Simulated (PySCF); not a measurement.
Species: C3H8O2.
Bonds: C1–O2, O2–C3, C3–O4, O4–C5. Hydrogens: H6, H7, H8 on C1; H9, H10 on C3; H11, H12, H13 on C5.

The calculation used core-valence-separated Tamm–Dancoff BHandHLYP/aug-pcX-1 (pcseg-1 on H) in PySCF, non-relativistic, gas phase, PBE0-D3(BJ)/def2-SVP geometry.

Computed carbon K-edge spectrum, Gaussian lines of 0.5 eV full width, highest printed point 100; it ends one width below the last computed root. BHandHLYP without relativity tends to put these K edges a few eV too low, so spacings mean more than positions.

photon energy (eV), absorption and a bar:
```
    286.0          0 
    286.1          1 
    286.2          3 #
    286.3          8 ##
    286.4         16 #####
    286.5         28 ########
    286.6         39 ############
    286.7         44 #############
    286.8         43 #############
    286.9         39 ############
    287.0         41 ############
    287.1         51 ###############
    287.2         68 ####################
    287.3         85 #########################
    287.4         96 #############################
    287.5        100 ##############################
    287.6         95 ############################
    287.7         83 #########################
    287.8         67 ####################
    287.9         52 ################
    288.0         42 #############
    288.1         38 ###########
    288.2         36 ###########
    288.3         36 ###########
    288.4         40 ############
    288.5         47 ##############
```

Assign the maxima to core holes.

2 maxima:
- 286.7 eV: C1/C5 (methoxy carbon), 286.69 eV, f = 0.050, sum of 2, 94 % of the height at the exact maximum
- 287.5 eV: C1/C5 (methoxy carbon), 287.39 eV, f = 0.070, sum of 2, 54 % of the height at the exact maximum; C1/C5 (methoxy carbon), 287.68 eV, f = 0.068, sum of 2, 38 % of the height at the exact maximum

Further lines of some strength in the range: C1/C5, 287.18 eV, f = 0.026, sum of 2; C3, 288.15 eV, f = 0.032.

Roots within 0.03 eV on the same or equivalent atoms count as one line; shares under 12 % aren't listed.

Vibrational structure and lifetime widths aren't in the curve. The ionisation threshold wasn't computed; near and above it a finite basis only mimics Rydberg series and continuum.

Rough CPU time on one thread of a shared machine: about 19 s.

The values belong to the conformer `[CH3:1][O:2][CH2:3][O:4][CH3:5]`: C1–O2–C3–O4 -67°, O2–C3–O4–C5 -67°.
